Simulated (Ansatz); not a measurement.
Polycrystal shear modulus of fcc Au at several levels of theory

No measured value is used here.

```
level (code)     value (GPa)  cell (Å³/atom)
---------------  -----------  --------------
LDA (Ansatz)            28.1           16.58
PBE (Ansatz)               ?           17.98
PBEsol (Ansatz)         27.4           17.02
r²SCAN (Ansatz)         22.7           17.55
HSE06 (Ansatz)          20.5           17.56
```

Problem. Complete the blanks.

Solution. 
- PBE (Ansatz, an electronic-structure program), value (GPa): 21.5

Density-functional levels without +SOC have no spin–orbit coupling. HSE06: hybrids on metals are sensitive to the k mesh. Each level is taken at its own relaxed cell. Cutoffs and k meshes differ between the levels. Ansatz's density-functional and Hartree–Fock values are scalar-relativistic unless marked +SOC, with PAW data made under PBE.
